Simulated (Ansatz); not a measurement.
C6H12 can be A, `C1CCCCC1`, or B, `CC1CCCC1`.

Isolated molecules relaxed with PBE0-D4/def2-TZVP in Ansatz; ΔE leaves out vibrations. CBS: MP2 limit from def2 TZ/QZ plus the TZ coupled-cluster correction, frozen cores. Functionals use def2-TZVPP. B3LYP here is the variant with VWN-RPA as its local correlation; programs differ in this.

Which isomer does CCSD(T)/CBS put lower? Give the gap. (An estimate is asked.)

Ansatz gave: B, by 1.4 kcal/mol.

Give E(B) − E(A) in kcal/mol with PBE0-D4, MP2/def2-TZVPP, B3LYP-D4, B3LYP, HF/def2-TZVPP, CCSD/def2-TZVPP, CCSD(T)/def2-TZVPP. (Estimate.)

Computed: PBE0-D4 -1.6, MP2/def2-TZVPP -1.9, B3LYP-D4 -1.4, B3LYP -2.0, HF/def2-TZVPP -2.0, CCSD/def2-TZVPP -1.5, CCSD(T)/def2-TZVPP -1.6. None reverses the order clearly.

Largest T1 diagnostic: 0.009.
